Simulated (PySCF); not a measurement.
Task: What does the GFN2-xTB structure of `C(/CC=C)=C\F` look like in three dimensions?

Result: 
```
atom  x, y, z in Å
C1     2.1272    0.3743    0.4541
C2     1.2439    0.0877   -0.4822
C3     0.0367   -0.7786   -0.2664
C4    -1.2108    0.0199   -0.4789
C5    -2.0839    0.2645    0.4771
F6    -3.1906    0.9992    0.2589
H7     2.9766    1.0071    0.2616
H8     2.0406   -0.0153    1.4554
H9     1.3490    0.4931   -1.4800
H10    0.0486   -1.1963    0.7408
H11    0.0562   -1.5999   -0.9899
H12   -1.3706    0.4293   -1.4658
H13   -2.0272   -0.0845    1.4977
```

Orientation and origin are arbitrary. Atoms count from 1 in this order. The C–C distances run from 1.318 Å (C4=C5, drawn double) to 1.501 Å (C2–C3, drawn single), a spread of 0.183 Å. Of the pairs four or more bonds apart, H8···H10 is among the closest relative to their van der Waals radii: 2.42 Å, 101 % of the sum of Bondi's values.

Bonds between heavy atoms (Å): C1=C2 1.319, C2–C3 1.501, C3–C4 1.496, C4=C5 1.318, C5–F6 1.346.

Computed geometry: GFN2-xTB, gas phase.

Point group: C1 (no symmetry element, even within 0.4 Å). GFN2-xTB frequencies: not computed here. One conformer, not necessarily the lowest (C1–C2–C3–C4 117°, C2–C3–C4–C5 -116°).
